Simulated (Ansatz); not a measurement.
Reaction (silylene loss): `[SiH3]BS` → `BS` + `[SiH2]`

Computed with Ansatz on PBE0-D4/def2-TZVP structures; ΔE is electronic, products minus reactants. CBS: MP2 limit from def2 TZ/QZ plus the TZ coupled-cluster correction, frozen cores. This one scheme is used for every species. DFT in def2-TZVPP. B3LYP here is the variant with VWN-RPA as its local correlation; programs differ in this. One conformer a species, not always the lowest.

(1) Is it downhill or uphill in electronic energy at CCSD(T)/CBS, and by how much? (Best estimate.)

(2) What do these levels give: B97M-V, B3LYP-D4, B2PLYP, MP2/def2-SVP, HF/def2-TZVPP, HF/def2-QZVPP? (Best estimate.)

Largest T1 diagnostic among the species: 0.015.

Answers

(1) Computed: Uphill: ΔE = +223.9 kJ/mol.

(2) The calculation gave: B97M-V 224.6, B3LYP-D4 219.7, B2PLYP 217.5, MP2/def2-SVP 227.5, HF/def2-TZVPP 196.8, HF/def2-QZVPP 197.0 kJ/mol.

From BLYP to BHLYP (50 % exact exchange), in def2-TZVPP and without D4, ΔE moves by +17.8 kJ/mol. At CCSD(T), def2-SVP lies −12.3 kJ/mol from the extrapolated value and def2-TZVPP −6.5 kJ/mol. Leaving LDA and LC-ωPBE aside and taking each functional with its dispersion term where it has one, the values, not all of them listed here, spread over 35.0 kJ/mol, from BLYP-D4 to r2SCAN-D4. LDA lies +33.6 kJ/mol from PBE without D4.
